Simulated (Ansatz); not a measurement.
`COC=O` from Hartree–Fock to CCSD(T)

```xyz
8

C    -0.981   -0.220   -0.206
O    -0.061    0.405    0.688
C     1.219    0.321    0.335
O     1.640   -0.222   -0.643
H    -0.767   -1.286   -0.289
H    -1.967   -0.061    0.224
H    -0.917    0.232   -1.197
H     1.836    0.832    1.088
```

Charge 0, multiplicity 1. Geometry: relaxed with PBE0-D4/def2-TZVP. It is one conformer, not always the lowest. Frozen core, restricted reference, Ansatz 0.2.0. CBS rows extrapolate triple and quadruple zeta; past MP2 they add the triple-zeta difference.

| basis | HF (Eh) | MP2 corr. |
| --- | --- | --- |
| def2-SVP | -227.61474 | -0.63463 |
| def2-TZVPP | -227.88720 | -0.79576 |
| def2-QZVPP | -227.89779 | -0.85468 |

Question: Estimate the CCSD correlation energy and the (T) correction in each basis where they were run (hartree).

Answer: 
| basis | CCSD corr. | (T) |
| --- | --- | --- |
| def2-SVP | -0.66183 | -0.01968 |
| def2-TZVPP | -0.81288 | -0.03334 |
| CBS(def2) | -0.91545 | as TZ |
